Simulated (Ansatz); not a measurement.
# BH− (doublet): from Hartree-Fock to the top rungs at distance B1–H2 = 1.141 Å, aug-cc-pVDZ

How much of the correlation energy of BH− (doublet) does each wave-function method recover here?

Method: aug-cc-pVDZ, core rule «outside noble gas», up to 1 orbitals frozen; program: Ansatz 0.2.0, Gaussian basis.

To be run: UHF; CCSD(T) on ROHF; CCSD(T) on UHF; BCCD(T) on ROHF; CISD; CCSDT(Q) on ROHF; CCSDT(Q) on UHF; CASSCF and MRCISD+Q, 3 electrons in 3 orbitals; CASSCF and NEVPT2, 3 electrons in 3 orbitals; CASSCF and MRCISD+Q, 5 electrons in 5 orbitals; CASSCF and NEVPT2, 5 electrons in 5 orbitals; Full CI.

17 further runs of the same task are left out: 14 that didn't finish, 3 set aside as unsound or not needed.

### Step 1. What is computed

The geometry derives from a PBE0/def2-TZVPD stationary point (not a proven minimum). One bond is set to the value named and the two fragments are kept rigid.

2 atoms, charge -1, spin multiplicity 2.

Atoms are counted from 1 here; the program's logs count them from 0.

Bond lengths: B1–H2 1.141 Å.

### Step 2. UHF

File in.yaml:

```yaml
crystal:
  periodic: [false, false, false]
  atoms:
    - {symbol: B, position_ang: [0.000000, 0.000000, 0.000000]}
    - {symbol: H, position_ang: [0.000000, 0.000000, 1.141000]}
basis:
  gaussian: {orbitals: aug-cc-pVDZ}
total_charge: -1
magnetization: {spin_polarized: true, initial_magnetization: 1}
hamiltonian: {xc: hf}
output: {orbitals: {seedname: orbitals}}
```

Command:

```bash
$ ansatz run in.yaml --threads 1 --pin off --events-out ev --progress --plain --max-ram 2393MiB
```

After this run come: CCSD(T) on ROHF; CCSD(T) on UHF; BCCD(T) on ROHF; CISD; CCSDT(Q) on ROHF; CCSDT(Q) on UHF; CASSCF and MRCISD+Q, 3 electrons in 3 orbitals; CASSCF and NEVPT2, 3 electrons in 3 orbitals; CASSCF and MRCISD+Q, 5 electrons in 5 orbitals; CASSCF and NEVPT2, 5 electrons in 5 orbitals; Full CI.

Before running them: what should the planned runs give, taken together? Wanted: FCI below the RHF energy; RMP2 from FCI; UMP2 from FCI; RCCSD from FCI; RCCSD(T) from FCI; UCCSD(T) from FCI; RCCSDT(Q) from FCI; UCCSDT(Q) from FCI; NEVPT2 pair from FCI.

The runs gave:

```
                         quantity                                                                                               value
         FCI below the RHF energy                                                                                          -2.9337 eV
                    RMP2 from FCI                                                                                          +781.1 meV
                    UMP2 from FCI                                                                                          +908.7 meV
                   RCCSD from FCI                                                                                          +119.7 meV
                RCCSD(T) from FCI                                                                                           +32.1 meV
                UCCSD(T) from FCI                                                                                           +42.5 meV
               RCCSDT(Q) from FCI                                                                                            +0.8 meV
               UCCSDT(Q) from FCI                                                                                            +0.7 meV
             NEVPT2 pair from FCI                                                                                          +725.1 meV
           MRCISD+Q pair from FCI                                                                                            +3.9 meV
          NEVPT2 valence from FCI                                                                                          +761.2 meV
levels within 1 kcal/mol (43 meV)  RCCSD(T), UCCSD(T), BCCD(T), RCCSDT, UCCSDT, RCCSDT(Q), UCCSDT(Q), MRCISD+Q pair, MRCISD+Q valence
                    T1 diagnostic                                                                                               0.025
   effectively unpaired electrons                                                                                                1.10
```

RCCSD(T) misses by +32.1 meV, 1.1 % of the correlation energy. One determinant dominates. Of the multireference levels listed MRCISD+Q valence comes nearest in total energy (+2.7 meV), which doesn't show that its space is the better one. These misses are within one basis, not against nature; the frozen cores of restricted and unrestricted runs differ, which can shift their rows.
